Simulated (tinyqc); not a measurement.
Worked calculation: MP2 on RHF in the sto-3g basis, frozen core, for H2O, spin multiplicity 1. One step of it, computed by the program tinyqc.

Question. Iteration 1: diagonalisation and new density. Diagonalise F' = X^T F X, C = X C', fill 5 alpha and 5 beta electrons from the bottom; D = 2 C_occ C_occ^T. Each column has its largest component positive (the first on a tie).

Fock matrix F (hartree):
```
             1O 1s      1O 2s     1O 2px     1O 2py     1O 2pz      2H 1s      3H 1s
1O 1s   -19.816258  -5.095042   0.000000   0.000000  -0.029949  -1.060514  -1.060514
1O 2s    -5.095042  -2.179452   0.000000   0.000000  -0.148100  -0.912106  -0.912106
1O 2px    0.000000   0.000000  -0.162443   0.000000   0.000000   0.000000   0.000000
1O 2py    0.000000   0.000000   0.000000  -0.226388   0.000000  -0.357979   0.357979
1O 2pz   -0.029949  -0.148100   0.000000   0.000000  -0.217595  -0.298610  -0.298610
2H 1s    -1.060514  -0.912106   0.000000  -0.357979  -0.298610  -0.463190  -0.345639
3H 1s    -1.060514  -0.912106   0.000000   0.357979  -0.298610  -0.345639  -0.463190
```

X:
```
                1          2          3         4          5          6         7
1O 1s   -0.318048   0.000000   0.751318  0.000000  -0.614990   0.000000  0.160505
1O 2s    1.139377   0.000000  -0.288647  0.000000  -0.294143   0.000000  0.432593
1O 2px   0.000000   0.000000   0.000000  1.000000   0.000000   0.000000  0.000000
1O 2py   0.000000   0.918200   0.000000  0.000000   0.000000   0.683206  0.000000
1O 2pz   0.511921   0.000000   0.652102  0.000000   0.644680   0.000000  0.195182
2H 1s   -0.717871  -0.834532  -0.162988  0.000000   0.132671   0.375851  0.377335
3H 1s   -0.717871   0.834532  -0.162988  0.000000   0.132671  -0.375851  0.377335
```

Give: F' = X^T F X; orbital energies; coefficients C; D after iteration 1.

Answer.

F' = X^T F X (hartree):
```
        1      2       3       4       5       6       7
1   0.260  0.000   1.592   0.000  -1.313   0.000   0.306
2   0.000  0.743   0.000   0.000   0.000   0.093   0.000
3   1.592  0.000  -8.792   0.000   8.759   0.000  -3.853
4   0.000  0.000   0.000  -0.162   0.000   0.000   0.000
5  -1.313  0.000   8.759   0.000  -9.179   0.000   4.073
6   0.000  0.093   0.000   0.000   0.000  -0.507   0.000
7   0.306  0.000  -3.853   0.000   4.073   0.000  -2.832
```

orbital energies (hartree): MO1 -19.827, MO2 -1.067, MO3 -0.513, MO4 -0.248, MO5 -0.162, MO6 0.599, MO7 0.749

coefficients C:
```
           MO1     MO2     MO3     MO4    MO5     MO6     MO7
1O 1s    0.994  -0.216   0.000   0.112  0.000  -0.152   0.000
1O 2s    0.028   0.740   0.000  -0.525  0.000   0.912   0.000
1O 2px   0.000   0.000   0.000   0.000  1.000   0.000   0.000
1O 2py   0.000   0.000   0.614   0.000  0.000   0.000   0.966
1O 2pz   0.004   0.154   0.000   0.821  0.000   0.666   0.000
2H 1s   -0.006   0.231   0.436   0.205  0.000  -0.779  -0.805
3H 1s   -0.006   0.231  -0.436   0.205  0.000  -0.779   0.805
```

D after iteration 1:
```
         1O 1s   1O 2s  1O 2px  1O 2py  1O 2pz   2H 1s   3H 1s
1O 1s    2.093  -0.381   0.000   0.000   0.126  -0.067  -0.067
1O 2s   -0.381   1.649   0.000   0.000  -0.634   0.126   0.126
1O 2px   0.000   0.000   2.000   0.000   0.000   0.000   0.000
1O 2py   0.000   0.000   0.000   0.753   0.000   0.536  -0.536
1O 2pz   0.126  -0.634   0.000   0.000   1.395   0.408   0.408
2H 1s   -0.067   0.126   0.000   0.536   0.408   0.572  -0.190
3H 1s   -0.067   0.126   0.000  -0.536   0.408  -0.190   0.572
```
